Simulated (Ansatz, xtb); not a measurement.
Scan of H₂Si, singlet: symmetric bend, bond length relaxed. Scanned: H-Si-H angle. Other coordinates (Si-H bond length) were minimised at B3LYP/def2-TZVP.

GFN1-xTB (xtb); CCSD(T)/def2-TZVP = CCSD(T) on RHF/def2-TZVP, frozen core (Ansatz, a quantum-chemistry and plane-wave program); FCI/def2-TZVP = Ansatz with full CI/def2-TZVP, frozen core.

Energies relative to the lowest point of each profile, in kcal/mol:

```
a / °   GFN1-xTB  CCSD(T)/def2-TZVP
------  --------  -----------------
180         77.6               67.4
161.90      51.1               56.0
151.15      38.1               43.0
138.11      25.9               27.5
128.88      18.5               18.1
120.20      12.4               10.8
110.92       6.9                4.9
100.40       2.2                0.9
90.38        0.0                0.0
81.75        0.4                1.7
67.52        8.1               10.0
60          17.0               16.9
```

**Question.** Predict the corresponding FCI/def2-TZVP column.

**Answer.** 180: 63.5; 161.90: 54.4; 151.15: 42.3; 138.11: 27.2; 128.88: 17.9; 120.20: 10.7; 110.92: 4.9; 100.40: 0.9; 90.38: 0.0; 81.75: 1.7; 67.52: 10.0; 60: 16.8 (kcal/mol).
